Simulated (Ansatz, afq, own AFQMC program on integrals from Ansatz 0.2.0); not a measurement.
## SiH₃⁺, triplet in cc-pVDZ, levels against full CI

```yaml
atoms:
  - { symbol: Si, position_ang: [0.0000, 0.0754, -0.0878] }
  - { symbol: H, position_ang: [0.0000, -1.3664, -0.9181] }
  - { symbol: H, position_ang: [0.4898, -0.3677, 1.6818] }
  - { symbol: H, position_ang: [-0.4898, -0.3677, 1.6818] }
```

Basis cc-pVDZ. Only valence electrons are correlated. Ansatz 0.2.0 and our own AFQMC program on the same integrals; the CISD trial comes from CCSD amplitudes, and released means the phaseless constraint is let go. Error bars are statistical, one sigma.

Determinant: UHF, the one that the program's search chose, which needn't be the lowest solution. The geometry is a point of a scan.

Full CI on the same integrals is exact in this basis and with this determinant's frozen core.

Cautions: lower spins were not checked.

```
T1 diagnostic                               : 0.0210
weight of the determinant in the CISD state : 0.920
⟨S²⟩ of the determinant                     : 2.017
size of the correlated space                : 6 electrons in 28 orbitals
```

```tsv
level	correlation energy (eV)
MP2	-2.1065
CCSD	-2.8331
CCSD(T)	-2.8980
```

(1) Estimate where phaseless AFQMC with a CISD trial lies against CCSD(T) on the same integrals.

(1) 0.42 ± 0.03 kcal/mol below CCSD(T).

Reference: full CI, correlation energy -2.924 eV. The released energy is read at 2.40 1/Eh (meV from the phaseless value at times in 1/Eh: -2.6 ± 1.2 at 0.24, -3.5 ± 1.2 at 0.51, -3.9 ± 0.7 at 0.99, -5.6 ± 0.8 at 1.62, -5.8 ± 1.1 at 2.40).

```tsv
level	E − E(reference) (kcal/mol)	share of correlation (%)
CCSD(T)	0.59	99.12
CCSDT	0.05	99.93
CCSDT(Q)	0.01	99.99
CCSDTQ	0.00	100.00
ph-AFQMC/HF	0.39 ± 0.30	99.42
ph-AFQMC/CISD	0.17 ± 0.03	99.74
released AFQMC	0.04 ± 0.02	99.94
```

CCSDT and higher add their correlation energy to the determinant of the CCSD(T) run, since their own runs factorise the integrals more tightly (a shift of under 2 meV). A walk keeps the symmetry of its determinant, which the program's search chose and which needn't be the lowest solution, so a lower state of the same spin and another symmetry isn't excluded. Released energies are given only where the last usable release times agree within the noise; a slower fall can still hide under it.
